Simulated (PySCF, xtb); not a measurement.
disulfur (S₂), SMILES S=S (connectivity only; charge and spin as stated), neutral, multiplicity 3.

Harmonic wavenumbers (cm⁻¹) from GFN2-xTB (xtb) at its own minimum, in rising order: 716.

Task: What does PBE-D3(BJ)/def2-TZVPD run with PySCF give at its own minimum? (An estimate is asked for; the answer gives what the named calculation found.)

Result: 702. Paired by order, the mean absolute difference is 13 cm⁻¹ and the zero-point energies are 1.0 and 1.0 kcal/mol.
